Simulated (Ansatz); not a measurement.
input.yaml (Ansatz)

```yaml
crystal:
  lattice:
    - [0.0, 1.9848339943, 1.9848339943]
    - [1.9848339943, 0.0, 1.9848339943]
    - [1.9848339943, 1.9848339943, 0.0]
  atoms:
    - { symbol: Pt, position: [0.0, 0.0, 0.0], spin: 1.0 }
hamiltonian:
  xc: pbe
  pseudopotentials:
    kind: paw
    azcp:
      Pt: "pseudopotentials/Pt.paw.azcp"
basis:
  ecutwfc: 420
  fft_grid_basis: typed
kpoints:
  mp_grid: { grid: [7, 7, 7], shift: [0, 0, 0] }
magnetization:
  spin_polarized: true
scf:
  occupations: { method: fermi_dirac, width: 0.1 }
```

Output

```
Engine: ansatz 0.2.0, aarch64-unknown-linux-gnu
Pseudopotentials: kind: paw
Pseudopotential: Pt, paw, valence charge 18, recommended cutoff 420 eV (normal) 
Functional definition: PBE
  parameter kappa = 0.804
  parameter beta = 0.06672455060314922
  exchange = pbe_x(kappa = kappa, mu = beta*pi^2/3)
  correlation = pbe_c(beta = beta)
Crystal: 1 atoms, lattice volume = 15.639 Å³
Basis set: ecut = 420 eV, 331 PW (Γ)
Bands: 14, of which v1, the nominal top of the filled ones, is band 9 counted from 1 (8 counted from 0)
Symmetry: 48 space group operations
Space group: Fm-3m (ITA 225), of the structure as read, at distance tolerance 2.5e-5 Å
Magnetic group: BNS 225.116 (UNI 1618), of the structure as read, at distance tolerance 2.5e-5 Å
k-points: 20 of 343
Non-local potential: Pt, projectors of the file, l = 0: 3, l = 1: 2, l = 2: 2, l = 3: 1
PAW form: soft (Blöchl's): semilocal exchange-correlation on the pseudo side does not see the compensation charge
PAW one-centre angular grid: Pt, 590 points (default); XC on 64 Gauss nodes
Initial density: superposition of atomic densities (chi_scale 0.1, normalization cell)
Starting moments: Σ|m| = 1 μB on 1 of 1 site
Initial wavefunctions: pseudopotential atomic-orbital guess
Functional: x = pbe(κ = 0.804, μ = 0.2195149727645171), c = pbe(β = 0.06672455060314922)
SCF iter   1: F=—  HF=-12523.181195 eV  |F-HF|=—  |Δ(HF+E_count)|=         —  Δρ=6.29e-2 (↑6.29e-2 ↓2.90e-2)  dr2=7.35e-1  dr2_m=1.68e-1  M=0.256 μB ∫|m|=0.256 μB  β_m=0.30  ethr=3.10e-3  ⟨swp⟩=4.8  Hψ=2828  notcnv=0
Mixer restart at iter 1: flushing history
SCF iter   2: F=—  HF=-12523.098803 eV  |F-HF|=—  |Δ(HF+E_count)|=   8.24e-2  Δρ=4.63e-2 (↑4.63e-2 ↓2.18e-2)  dr2=3.89e-1  dr2_m=9.39e-2  M=0.220 μB ∫|m|=0.220 μB  β_m=0.65  ethr=3.10e-3  ⟨swp⟩=1.8  Hψ=971  notcnv=0  defer=4
SCF iter   3: F=—  HF=-12523.019589 eV  |F-HF|=—  |Δ(HF+E_count)|=   7.92e-2  Δρ=5.21e-3 (↑4.81e-3 ↓5.21e-3)  dr2=1.76e-3  dr2_m=2.57e-3  M=0.082 μB ∫|m|=0.089 μB  β_m=0.82  ethr=2.16e-3  ⟨swp⟩=2.0  Hψ=924  notcnv=0  defer=11
SCF iter   4: F=—  HF=-12523.018836 eV  |F-HF|=—  |Δ(HF+E_count)|=   7.53e-4  Δρ=2.73e-3 (↑2.73e-3 ↓1.29e-3)  dr2=6.95e-4  dr2_m=4.67e-4  M=0.038 μB ∫|m|=0.042 μB  β_m=0.87  ethr=9.77e-6  ⟨swp⟩=2.0  Hψ=1174  notcnv=0  defer=10
SCF iter   5: F=—  HF=-12523.018497 eV  |F-HF|=—  |Δ(HF+E_count)|=   3.39e-4  Δρ=1.29e-3 (↑5.91e-4 ↓1.29e-3)  dr2=9.70e-5  dr2_m=1.21e-4  M=0.020 μB ∫|m|=0.022 μB  β_m=0.94  ethr=3.86e-6  ⟨swp⟩=2.0  Hψ=853  notcnv=0  defer=10
SCF iter   6: F=—  HF=-12523.018522 eV  |F-HF|=—  |Δ(HF+E_count)|=   2.51e-5  Δρ=4.49e-4 (↑3.60e-4 ↓4.49e-4)  dr2=1.00e-4  dr2_m=5.23e-7  M=-0.002 μB ∫|m|=0.002 μB  β_m=0.82  ethr=5.39e-7  ⟨swp⟩=2.0  Hψ=914  notcnv=0  defer=10
SCF iter   7: F=—  HF=-12523.018491 eV  |F-HF|=—  |Δ(HF+E_count)|=   3.11e-5  Δρ=1.08e-4 (↑9.17e-5 ↓1.08e-4)  dr2=6.11e-6  dr2_m=2.39e-8  M=-0.000 μB ∫|m|=0.000 μB  β_m=0.91  ethr=5.39e-7  ⟨swp⟩=2.5  Hψ=779  notcnv=0  defer=10
SCF iter   8: F=—  HF=-12523.018489 eV  |F-HF|=—  |Δ(HF+E_count)|=   1.99e-6  Δρ=1.17e-5 (↑1.10e-5 ↓1.17e-5)  dr2=7.94e-8  dr2_m=2.51e-10  M=-0.000 μB ∫|m|=0.000 μB  β_m=0.96  ethr=3.39e-8  ⟨swp⟩=2.2  Hψ=783  notcnv=0  defer=10
SCF iter   9: F=—  HF=-12523.018489 eV  |F-HF|=—  |Δ(HF+E_count)|=   2.21e-8  Δρ=9.46e-7 (↑9.46e-7 ↓3.33e-7)  dr2=8.42e-11  dr2_m=4.04e-11  M=0.000 μB ∫|m|=0.000 μB  β_m=0.98  ethr=4.41e-10  ⟨swp⟩=2.2  Hψ=837  notcnv=0  defer=10
SCF iter  10: F=-12523.018489 eV  HF=-12523.018489 eV  |F-HF|=1.82e-12  |Δ(HF+E_count)|=  3.46e-11  Δρ=2.05e-7 (↑5.44e-8 ↓2.05e-7)  dr2=8.95e-12  dr2_m=1.24e-12  M=0.000 μB ∫|m|=0.000 μB  ethr=1.00e-12  ⟨swp⟩=1.0  Hψ=1565  notcnv=0
SCF 1 converged in 10 iterations: F = -12523.018489 eV  dr2 = 8.95e-12
WARN: the starting moments were not kept: the SCF closed with an absolute magnetisation of 7.7e-6 μB, where they sum to 1 μB in size (1 site). That is at most 0.1 of that sum. Measured as dr2_m measures the in/out step, that magnetisation stands 3.2e-11 eV from none, at or under the dr2_threshold of 1.0e-7 eV: it is no larger than a step whose dr2_m would equal this threshold. The system may hold no moment; this SCF shows only that its start led to no more than that. To try another start: raise the starting moments (crystal.atoms[].spin, magnetization.per_species, magnetization.initial_magnetization, or on a non-collinear deck that types none of these the spinor_matrix: blocks that start its atoms; where the total moment is fixed, keep their sum and leave initial_magnetization as it is; typed ones take the place of any that the run laid by itself, positive ones on a crystal's lanthanoids without a Hubbard term where scf.initial_density.shell_occupations: [] is typed) or, if the notice of its spin-set hold's release reads "site moments contracting" or "site moments show no strong build", lengthen the hold (scf.mixing.spin_hold: { on: { confirm: 4 } }; for m-r²SCAN on two components see the key's manual first). Each may lead to a state that holds a moment. A second SCF, from the converged charge density, with the starting moments and any scf.initial_density.shell_occupations laid on it anew, would have followed, and was not run: the deck does not ask for one (magnetization.retry_lost_moments is false, the default). To let it run, set magnetization.retry_lost_moments: true and run the deck again, where that key's refused combinations let it; where memory then withholds it, that run's warning says so.
SCF converged after 10 iterations
Magnetization: 0.0000 μB (9.0000 up, 9.0000 down)
Absolute magnetization: 0.0000 μB (∫|ρ↑−ρ↓|, with the PAW one-centre terms)
Spin contamination: 0.0000 ħ² per cell (⟨S²⟩ above its minimum at these occupations)
Per-site moments (μB) at R_I (Å): [(7.4313822073399135e-6, 1.1578789009417667)]
Free energy (F): -12523.018489 eV
Harris-Foulkes:  -12523.018489 eV  (|F-HF|=1.82e-12)
Internal energy: -12522.957466 eV  (E = F + TS)
E sigma→0 (E₀):  -12522.987977 eV
Entropy (-TS):   -0.061023 eV (-61.023 meV/atom)
Fermi energy:    22.416695 eV
--- Per-component energies (eV) ---
  E_band       = -144.386462
  E_kinetic    = 637.380654
  E_local      = -1510.234169  (includes V_loc(G=0)·N_el)
  E_nonlocal   = 200.050404
  E_hartree    = 559.720783
  E_xc         = -261.615580
  E_vxc        = -302.618735  (∫ρ·V_xc dr)
  E_paw        = -9454.003477  (= ΣΔE_a)
  E_vpaw       = -288.406253  (= ΣTr[D̂ρ^β])
  E_aug_tail   = 0.000204  (compensation charges beyond the density's cutoff)
  E_ewald      = -2694.256285
  E_smearing   = -0.061023  (= −TS)
  E_closure    = 0.000000  (closes the sum)
  Σ components = -12523.018489   (vs F -12523.018489, Δ=0.00e0)
```
